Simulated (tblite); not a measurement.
C3H7S (doublet state).
Z-matrix (Å and degrees, GFN2-xTB geometry), rows numbered from 1:
```
C 
C   1  1.4263
S   2  1.9326  1  109.29
C   3  1.8117  2   99.30  1    70.06
H   1  1.0737  2  120.15  3    79.20
H   1  1.0746  2  120.75  3   -86.68
H   2  1.0864  1  114.52  3  -112.11
H   2  1.0868  1  115.28  3   116.05
H   4  1.0857  3  109.90  2   -67.61
H   4  1.0867  3  109.66  2    54.57
H   4  1.0852  3  106.41  2   173.54
```

All values are computed: GFN2-xTB (tblite) harmonic vibrations without scaling, gas phase. Errors from tens to a few hundred cm⁻¹ against measured bands are possible. One conformer, not necessarily the lowest. Open shells enter through the occupations alone, without spin polarisation, and single modes of such species can be off by tens of per cent.

Harmonic wavenumbers (cm⁻¹): 67.9, 134.9, 207.2, 275.8, 331.2, 442.1, 660.4, 732.4, 785.6, 926.6, 943.2, 1017.4, 1115.9, 1194.7, 1195.7, 1313.4, 1394.7, 1443.1, 1450.8, 1452.2, 3000.3, 3018.7, 3020.7, 3032.7, 3057.0, 3123.5, 3163.5.

A = 9763, B = 4114, C = 3348 MHz; mass 75.027 u (most abundant isotopes); point group C1, symmetry number 1; spin multiplicity 2.

Q: Zero-point energy?

A: ½Σν̃ = 19251 cm⁻¹ = 230.29 kJ/mol.

Q: What is S at 298.15 K and 1 bar for an ideal gas of classical rigid rotors and harmonic oscillators?

A: Translation 162.71, rotation 105.79, vibration 59.40, spin (R ln 2) 5.76: S = 333.7 J/(mol K).

Q: And Cp and H(298.15 K) − H(0)?

A: Cp = 97.05 J/(mol K), of which vibrations give 63.79 (their classical limit is 27 R = 224.5); H(298.15 K) − H(0) = 19.52 kJ/mol without the zero-point energy, 9.60 from vibrations.

Q: Blend soft modes into free rotors: weight 1/[1 + (100 cm⁻¹/ν̃)⁴] for the oscillator and the rest for a rotor with moment μB/(μ + B), μ = h/(8π²ν), B = 10⁻⁴⁴ kg m². What vibrational entropy results?

A: 55.79 J/(mol K) in place of 59.40, which changes −T·S at 298.15 K by +1.08 kJ/mol.

Q: What must be added to the electronic energy to get the Gibbs energy at 298.15 K and 1 bar?

A: ZPE + [H(298.15 K) − H(0)] − T·S = 230.29 + 19.52 − 99.48 = 150.33 kJ/mol.

Hindered rotation and anharmonicity are outside this model. Other conformers, if any are populated, would add a mixing term that is left out. The structure is chiral; the term R ln 2 for an equal mix with its mirror image is left out.

Time: 0.19 s. Hardware: one thread, Arm Neoverse V1 (aarch64), no GPU, shared host. This covers the Hessian and the dipole derivatives.
